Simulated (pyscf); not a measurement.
HN=SiH–Cl (SMILES N=[SiH]Cl) + H₂ (SMILES [H][H]) -> :HSi–Cl (SMILES [SiH]Cl) [singlet] + NH₃ (SMILES N), a concerted two-bond exchange (singlet surface; N–Si, H–H broken, H–N, H–N formed). PySCF, gas phase, ωB97X-D3(BJ)/def2-SVP geometries. Energies in kcal/mol from the separated reactants.

Small-basis levels: PySCF, no dispersion term, spherical d functions. AM1 to PM7: differences of heats of formation from MOPAC, which are fitted to 298 K values and so differ in kind from electronic energies by zero-point and thermal terms. GFN2-xTB: tblite. Cost: rough CPU time at the saddle relative to B3LYP/6-31G*, from one job on a shared machine.

| level | barrier | reaction energy | cost |
|---|---|---|---|
| HF/3-21G | 59.4 | -19.9 | 0.06 |
| BP86/6-31G* | 45.1 | +5.1 | 1 |
| PBE/6-31G* | 43.8 | +5.2 | 1 |
| B3LYP/LANL2DZ | 41.9 | -5.3 | 0.7 |
| B3LYP/6-31G* | 53.2 | +1.9 | 1 |
| M06-2X/6-31G* | 58.2 | +1.1 | 2 |
| GFN2-xTB | ? | +23.0 | under 0.02 |
| PM3 | ? | +32.0 | under 0.02 |
| PM7 | 88.6 | +69.1 | under 0.02 |
| ωB97M-D3(BJ)/def2-TZVP | ? | +1.4 | – |

Q: Some entries are withheld; supply them.

A: 
- GFN2-xTB, barrier: 55.4
- PM3, barrier: 60.3
- ωB97M-D3(BJ)/def2-TZVP, barrier: 60.2

Against the last row the barrier runs from -18.3 (B3LYP/LANL2DZ) to +28.4 kcal/mol (PM7). ωB97M-D3(BJ)/def2-TZVP has limits of its own. On the product side the descent ends in an adduct with a N–Si contact, 29.6 kcal/mol under the separated species and 88.4 kcal/mol under the saddle at ωB97X-D3(BJ)/def2-TZVP. What is counted as broken (N–Si) persists as a longer contact in the product adduct; parting that adduct is a step of its own. At ωB97X-D3(BJ)/def2-TZVP the barrier from the zero used here is 63.4 kcal/mol. The same reactants have a lower exit, to H₂N–SiH₂–Cl (barrier +22.5 kcal/mol at ωB97M-D3(BJ)/def2-TZVP, against +60.2 kcal/mol here). HN=SiH–Cl lies 26.4 kcal/mol over its isomer H₂N–Si:–Cl [singlet] (electronic energy, ωB97M-D3(BJ)/def2-TZVP). This is the saddle that the search found; another between the same sides may lie lower. A restricted solution here is unstable towards spin polarisation, so biradical character is likely and single-reference numbers are less safe.
